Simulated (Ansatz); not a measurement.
# AlB (singlet): wave-function methods side by side at distance B1–Al2 = 3.811 Å, cc-pVDZ

How much of the correlation energy of AlB (singlet) does each wave-function method recover here?

The runs use Ansatz 0.2.0, Gaussian basis; cc-pVDZ, core rule «outside noble gas», up to 6 orbitals frozen.

The runs, in order: UHF; CCSD(T) on RHF; CCSD(T) on UHF; BCCD(T) on RHF; CISD; CCSDT(Q) on RHF; CCSDT(Q) on UHF; CCSDTQ on RHF; CASSCF and MRCISD+Q, 2 electrons in 2 orbitals; CASSCF and NEVPT2, 2 electrons in 2 orbitals; CASSCF and MRCISD+Q, 6 electrons in 8 orbitals; CASSCF and NEVPT2, 6 electrons in 8 orbitals; Full CI.

19 further runs of the same task are left out: 1 for a known fault of the program, 13 that didn't finish, 5 set aside as unsound or not needed.

**1. What is computed**

The geometry derives from a PBE0/def2-TZVP stationary point (not a proven minimum). One bond is set to the value named and the two fragments are kept rigid.

2 atoms, charge 0, spin multiplicity 1.

Atoms are counted from 1 here; the program's logs count them from 0.

No contacts short enough for the rule that draws bonds.

**2. UHF**

in.yaml

```yaml
crystal:
  periodic: [false, false, false]
  atoms:
    - {symbol: B, position_ang: [0.000000, 0.000000, 0.000000]}
    - {symbol: Al, position_ang: [0.000000, 0.000000, 3.811000]}
basis:
  gaussian: {orbitals: cc-pVDZ}
magnetization: {spin_polarized: true, initial_magnetization: 0}
hamiltonian: {xc: hf}
output: {orbitals: {seedname: orbitals}}
```

The run is started by

```
> ansatz run in.yaml --threads 1 --pin off --events-out ev --progress --plain --max-ram 2393MiB
```

Further steps of the session: CCSD(T) on RHF; CCSD(T) on UHF; BCCD(T) on RHF; CISD; CCSDT(Q) on RHF; CCSDT(Q) on UHF; CCSDTQ on RHF; CASSCF and MRCISD+Q, 2 electrons in 2 orbitals; CASSCF and NEVPT2, 2 electrons in 2 orbitals; CASSCF and MRCISD+Q, 6 electrons in 8 orbitals; CASSCF and NEVPT2, 6 electrons in 8 orbitals; Full CI.

Q: Predict the results of all the runs planned. Wanted: FCI below the RHF energy; RMP2 from FCI; UMP2 from FCI; RCCSD from FCI; RCCSD(T) from FCI; UCCSD(T) from FCI; RCCSDT(Q) from FCI; UCCSDT(Q) from FCI; NEVPT2 pair from FCI.

The runs gave:

```
                         quantity                                          value
         FCI below the RHF energy                                     -4.5114 eV
                    RMP2 from FCI                                    +1746.0 meV
                    UMP2 from FCI                                    +1390.6 meV
                   RCCSD from FCI                                     +314.4 meV
                RCCSD(T) from FCI                                      +72.4 meV
                UCCSD(T) from FCI                                     +188.8 meV
               RCCSDT(Q) from FCI                                       +4.6 meV
               UCCSDT(Q) from FCI                                       +4.0 meV
             NEVPT2 pair from FCI                                    +1099.3 meV
levels within 1 kcal/mol (43 meV)  RCCSDT, UCCSDT, RCCSDT(Q), UCCSDT(Q), RCCSDTQ
                    T1 diagnostic                                          0.039
   effectively unpaired electrons                                           1.11
```

RCCSD(T) misses by +72.4 meV, 1.6 % of the correlation energy. CCSD(T) misses by +72.4 meV on the restricted determinant and by +188.8 meV on the unrestricted one; the two need not hold the same state or core. With 1.1 effectively unpaired electrons against 0 the state is strongly multireference. Coupled cluster on one determinant still stays close here. Coupled cluster took another determinant than the lowest Hartree-Fock one. These misses are within one basis, not against nature.
